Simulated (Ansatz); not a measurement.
# B2 (triplet): RPA-PBE over a scan of the distance B1–B2, cc-pVDZ

How well do these functionals follow the top wave-function level for B2 (triplet) over a scan of the distance B1–B2?

The runs use Ansatz 0.2.0, Gaussian basis; cc-pVDZ, all electrons in the functionals, frozen cores in the correlation of double hybrids and RPA.

The runs, in order: RPA-PBE, at 1.280 Å; 1.432 Å; 1.562 Å; 1.695 Å; 1.948 Å; 2.129 Å; 2.531 Å; 2.897 Å; 3.501 Å; 4.237 Å; 5.287 Å.

16 further runs of the same task are left out: 8 that didn't finish, 8 set aside as unsound or not needed.

### 1 The system

The geometry derives from a PBE0/def2-TZVP stationary point (not a proven minimum). One bond is set to the value named and the two fragments are kept rigid.

2 atoms, charge 0, spin multiplicity 3.

Atoms are counted from 1 here; the program's logs count them from 0.

Bond lengths: B1–B2 1.562 Å.

No dispersion term is added.

The geometry shown and the zero of energy belong to the point 1.562 Å. The yardstick, FCI, and other wave-function levels (R restricted, U unrestricted, valence and pair active spaces) come from earlier runs.

### 2 RPA-PBE, 1.280 Å

in.yaml reads:

```yaml
crystal:
  periodic: [false, false, false]
  atoms:
    - {symbol: B, position_ang: [0.000000, 0.000000, 0.000000]}
    - {symbol: B, position_ang: [0.000000, 0.000000, 1.280000]}
basis:
  gaussian: {orbitals: cc-pVDZ}
magnetization: {spin_polarized: true, initial_magnetization: 2}
hamiltonian: {xc: {name: PBE}}
correlation: {method: rpa, electrons: outside_noble_gas}
```

Run with:

```
> ansatz run in.yaml --threads 1 --pin off --events-out ev --progress --plain --max-ram 2393MiB
```

After this run come: RPA-PBE, 1.432 Å; RPA-PBE, 1.562 Å; RPA-PBE, 1.695 Å; RPA-PBE, 1.948 Å; RPA-PBE, 2.129 Å; RPA-PBE, 2.531 Å; RPA-PBE, 2.897 Å; RPA-PBE, 3.501 Å; RPA-PBE, 4.237 Å; RPA-PBE, 5.287 Å.

**Question.** What will the summary of the whole plan be? Wanted: span of the FCI curve; largest miss, RPA-PBE.

**Answer**, as computed:

| quantity | value |
| --- | --- |
| span of the FCI curve | 245.0 kJ/mol |
| largest miss, RPA-PBE | -64.3 kJ/mol (2.897 Å) |

In words: RPA-PBE strays by up to 64.3 kJ/mol, at 2.897 Å. RPA-PBE clearly breaks the spin symmetry at some points (⟨S²⟩ up to 0.78 above the pure value), so energy there is bought with a mixed spin. Functionals and the yardstick converge differently with the basis, so part of each miss in cc-pVDZ is the basis.
